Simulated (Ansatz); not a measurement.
SiF2H2 (SiH₂F₂), relaxed as a singlet with RKS r2SCAN-D4/def2-TZVP in Ansatz, starting from the GFN2-xTB geometry. Force threshold 0.02 eV/Å.

Start:

```xyz
5

Si    0.103   -0.017   -0.039
F    -0.986   -1.089    0.414
F    -0.640    1.372    0.201
H     0.311   -0.170   -1.458
H     1.211   -0.095    0.882
```

**Question.** Estimate the energy that the relaxation releases and the steps that it takes.

**Answer.** 0.06 eV, in 4 steps; 2.8 s on 4 threads of Arm Neoverse V1 on a shared host. No frequencies were taken in this run, so the end may be a saddle point.

**Question.** Does the start keep its bonding and symmetry?

**Answer.** By distances, no bond broke or formed. The bond that changes most is Si1–H4, from 1.44 to 1.47 Å (atoms count from 1). Point group C2v at the start, C2v at the end, both within 0.05 Å.

**Question.** Predict the relaxed structure.

**Answer.** 
Cartesian coordinates in Å:
```
Si 0.0507 -0.0088 -0.0192
F -0.9892 -1.1251 0.4169
F -0.6328 1.4067 0.1976
H 0.3409 -0.1740 -1.4543
H 1.2304 -0.0988 0.8590
```
Bond lengths: 2 × F–Si 1.59 Å; 2 × H–Si 1.47 Å.
